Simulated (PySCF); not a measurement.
Structure problem from calculated spectra and properties.

Formula: C3H5O2S; charge +1.

- Triplet: lowest triplet excitation (Tamm–Dancoff): 2.36 eV [TDA PBE0/def2-SVPD]
- Polarisability: 62.6 au [PBE0/def2-SVPD]
- 1H NMR: chemical shifts (computed TMS as zero) by class: 4.53 (1 H), 3.94 (3 H), 3.65 (1 H) ppm [GIAO PBE0/pcSseg-1]
- UV, first state: lowest singlet excitation: 3.19 eV (388 nm, f = 0.020) [TDDFT PBE0/def2-SVPD]
- NMR, other nuclei: isotropic shieldings of nuclei other than C and H, by class: -139 (1 O), -39 (1 O), -215 (1 S) ppm [GIAO PBE0/pcSseg-1]
- UV, strongest line: among the 6 lowest singlet transitions: S3 at 5.24 eV (237 nm, f = 0.265) [TDDFT PBE0/def2-SVPD]
- Rotational structure: rotational constants A, B, C: 4.721, 1.951, 1.812 GHz [GFN2-xTB]
- 13C NMR: chemical shifts (computed TMS as zero) by class: 171.9 (1 C), 54.7 (1 C), 30.3 (1 C) ppm [GIAO PBE0/pcSseg-1]

Electronic properties: PySCF, gas phase, density fitting. Levels stand in brackets. One conformer (not necessarily the lowest) at the GFN2-xTB geometry, without solvent, vibrations or thermal averaging. Each NMR value is the plain mean over a class of atoms that symmetry, rotation or inversion makes alike.

Question: Give a SMILES that accounts for the data.

Answer: Numbering: `[CH3:1][S@:2](=[O:3])[CH2:4][C:5]#[O+:6]`. 3 carbons fall into 3 classes; from least to most shielded: triply bonded carbon [C5] (171.9 ppm), S-methyl carbon [C1] (54.7 ppm), sp3 carbon bound to sulfur [C4] (30.3 ppm). Hydrogen classes from least to most shielded: 1 H on an sp3 carbon bound to sulfur, C4 (4.53 ppm), 3 H on an S-methyl carbon, C1 (3.94 ppm, a mean of values up to 0.5 ppm apart in this geometry), 1 H on an sp3 carbon bound to sulfur, C4 (3.65 ppm). The other shieldings belong to: -139 ppm, sulfinyl oxygen [O3]; -39 ppm, oxygen bonded to C [O6]; -215 ppm, sulfinyl sulfur [S2]. S1 is mainly HOMO→LUMO (weight 0.87); the largest Löwdin shares of the orbital it empties are 0.44 on the sulfinyl oxygen, 0.29 on the sulfinyl sulfur, 0.11 on the S-methyl carbon and 0.07 on the sp3 carbon bound to sulfur, of the orbital it fills 0.33 on the sulfinyl sulfur, 0.20 on the triply bonded carbon, 0.16 on the oxygen bonded to C and 0.16 on the sulfinyl oxygen. The optimised geometry has point group C1 and is an asymmetric top. Structure: `C[S@](=O)CC#[O+]`. The assignments are read from this structure; whether some other isomer fits the data as well wasn't checked. The mirror image fits equally.

Shape of the structure used: `[CH3:1][S@:2](=[O:3])[CH2:4][C:5]#[O+:6]`: C1–S2–C4–C5 50°.
